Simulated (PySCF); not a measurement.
SH⁺: one state, many levels of theory

State: ³Σ⁻ (triplet), unpaired electrons π ↑↑. Set-up: basis H def2-SVP, S def2-SVP; no relativity; PySCF 2.14. De refers to H + S⁺ in their high-spin ground configurations, without counterpoise correction. The functionals are run spin-unrestricted. A positive dipole points towards S; it is taken about the centre of mass and depends on that origin.

```json
{"Level": "UHF", "Re (Å)": "1.355", "ωe (cm⁻¹)": "2745", "De (eV)": "2.61", "μ (D)": "-1.58"}
{"Level": "UHF-MP2", "Re (Å)": "1.365", "ωe (cm⁻¹)": "2669", "De (eV)": "3.16", "μ (D)": "n/a"}
{"Level": "UHF-SCS-MP2", "Re (Å)": "1.366", "ωe (cm⁻¹)": "2660", "De (eV)": "3.24", "μ (D)": "n/a"}
{"Level": "UHF-CCSD", "Re (Å)": "1.371", "ωe (cm⁻¹)": "2610", "De (eV)": "3.27", "μ (D)": "n/a"}
{"Level": "UHF-CCSD(T)", "Re (Å)": "1.372", "ωe (cm⁻¹)": "2595", "De (eV)": "3.30", "μ (D)": "n/a"}
{"Level": "LDA", "Re (Å)": "1.399", "ωe (cm⁻¹)": "2429", "De (eV)": "4.25", "μ (D)": "-1.61"}
{"Level": "PBE", "Re (Å)": "1.392", "ωe (cm⁻¹)": "2468", "De (eV)": "3.81", "μ (D)": "-1.52"}
{"Level": "PW91", "Re (Å)": "1.391", "ωe (cm⁻¹)": "2468", "De (eV)": "3.83", "μ (D)": "-1.51"}
{"Level": "r²SCAN", "Re (Å)": "1.377", "ωe (cm⁻¹)": "2552", "De (eV)": "3.78", "μ (D)": "-1.57"}
{"Level": "M06-L", "Re (Å)": "1.384", "ωe (cm⁻¹)": "2461", "De (eV)": "3.70", "μ (D)": "-1.53"}
{"Level": "PBE0", "Re (Å)": "1.377", "ωe (cm⁻¹)": "2572", "De (eV)": "3.75", "μ (D)": "-1.55"}
{"Level": "HSE06", "Re (Å)": "1.378", "ωe (cm⁻¹)": "2569", "De (eV)": "3.74", "μ (D)": "-1.55"}
```

Question: Which functional lies closest to UHF-CCSD(T) in De, which farthest, and by how much do they differ from it?

Answer: Closest is M06-L (+1.2 pm in Re, -5.2 % in ωe, +0.40 eV in De against UHF-CCSD(T) in the same basis), farthest LDA (+2.7 pm in Re, -6.4 % in ωe, +0.95 eV in De). CCSD(T) converges more slowly with the basis than the functionals do and binds too weakly in this one, so the order can change at the basis-set limit.

Question: What does a quarter of exact exchange do here, going from PBE to PBE0?

Answer: PBE0 less PBE: -1.5 pm in Re, +4.2 % in ωe, -0.06 eV in De. Exact exchange removes part of the self-interaction that spreads semilocal densities, and in most molecules shortens and stiffens the bond and lowers De; so it does here.

Question: What does the step from GGA to meta-GGA do here, going from PBE to r²SCAN?

Answer: r²SCAN less PBE: -1.5 pm in Re, +3.4 % in ωe, -0.03 eV in De. 

Correlated steps freeze 5 core orbitals. Correlated levels converge slowly with the basis: in double zeta they bind strong bonds too weakly, by up to about 1 eV, and carry superposition errors of some tenths. For an ion De counts to the pair picked by the measured ionisation energies or electron affinities, which need not be the lowest pair at this level. The state is the lowest determinant that a PBE0 search found; another state may lie lower at other levels.

The whole job (state search and all levels along the bond) took about 0.41 min on 1 thread of Arm Neoverse V2 (shared host), peak memory 0.32 GiB.
